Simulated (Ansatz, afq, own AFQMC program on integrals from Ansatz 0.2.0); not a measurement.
**HBr, singlet → HBr⁺, doublet**

| atom | x (Å) | y (Å) | z (Å) |
| --- | --- | --- | --- |
| Br | 0.0000 | 0.0000 | 0.0000 |
| H | 0.0000 | 0.0000 | 1.4206 |

E(doublet, charge +1) − E(singlet, charge +0) at this geometry, on RHF and UHF determinants.

Basis cc-pVDZ. Only valence electrons are correlated. AFQMC by an in-house program on the Cholesky factors that Ansatz 0.2.0 writes for its CCSD(T) run. The CISD trial takes its coefficients from CCSD amplitudes. Released means that phaseless walkers are propagated on without the constraint, phases kept. Error bars are statistical, one sigma. No spin–orbit coupling. The errors of all members are added in quadrature.

Full CI on the same integrals is exact in this basis and with this determinant's frozen core.

Errors are counted within cc-pVDZ, not against nature.

Cautions: inner d shell frozen; no relativity below Rb; no spin-orbit coupling; HBr (singlet): the released energies move by 1.5 errors or more from one time to the next, so no released level is given (meV from the phaseless value at times in 1/Eh: 3 ± 3 at 0.24, 4 ± 3 at 0.51, 3.2 ± 2.1 at 0.99, 7.0 ± 2.2 at 1.62, 0.1 ± 1.9 at 2.40), though the last usable value meets full CI within the noise.

Reference (full CI): 11.353 eV.

```csv
level,vertical ionization energy (eV),error against FCI (eV)
HF,10.719,-0.634
MP2,11.428,0.075
CCSD,11.345,-0.007
CCSD(T),11.352,0.000
CCSDT,11.350,-0.003
CCSDT(Q),11.353,0.000
CCSDTQ,11.353,0.000
ph-AFQMC/HF,11.385 ± 0.030,0.032 ± 0.030
ph-AFQMC/CISD,11.358 ± 0.004,0.005 ± 0.004
```

Correlation beyond CCSD(T) changes it by less than 2 meV. The perturbative (T) step is worth +0.007 eV.

CCSDT and higher add their correlation energy to the determinant of the CCSD(T) run, since their own runs factorise the integrals more tightly (a shift of under 2 meV). A walk keeps the symmetry of its determinant, which the program's search chose and which needn't be the lowest solution, so a lower state of the same spin and another symmetry isn't excluded.
